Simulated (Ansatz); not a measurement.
A-type hexagonal La2O3: LDA at its full settings (plane-wave cutoff 520 eV, 12×12×6 k mesh (along the axes of the cell as run), Fermi–Dirac smearing 0.01 eV, scalar-relativistic PAW data made under PBE) and at cheaper ones, in a cell of 5 atoms with Γ-centred meshes.

| level and setting | equilibrium lattice constant a (Å) | lattice parameter c (Å) | bulk modulus (GPa) |
|---|---|---|---|
| LDA (Ansatz) | 3.883 | 5.951 | 124 |
| LDA (Γ point alone) (Ansatz) | 3.683 | 5.965 | 39.6 |
| LDA (2×2×2 k mesh) (Ansatz) | 3.890 | 5.991 | 129 |
| LDA (4×4×4 k mesh) (Ansatz) | 3.883 | 5.952 | 124 |

Largest shifts from the full settings: lattice constant a -5.15 % (LDA (Γ point alone)), against a difference of -1.30 % of the full result from the reference 3.934 Å (measured, 300 K, not corrected to a static lattice, our sources range from 3.934 to 3.940; as tabulated in Santana et al. (2016), arXiv:1608.06321); lattice parameter c +0.67 % (LDA (2×2×2 k mesh)), against a difference of -2.92 % of the full result from the reference 6.13 Å (measured, temperature not stated, not corrected to a static lattice; as tabulated in Rustad et al. (2011), arXiv:1107.4261); bulk modulus -68 % (LDA (Γ point alone)), against a difference of +9.7 % of the full result from the reference 113 GPa (measured, 300 K, not corrected to a static lattice; as tabulated in Santana et al. (2016), arXiv:1608.06321).

The full settings aren't shown to be converged themselves.

Ansatz's density-functional and Hartree–Fock values are scalar-relativistic unless marked +SOC, with PAW data made under PBE.

Run with cheap settings on purpose, which may leave them unconverged: LDA (2×2×2 k mesh), LDA (4×4×4 k mesh), LDA (Γ point alone).

Ansatz is a quantum-chemistry and plane-wave program.
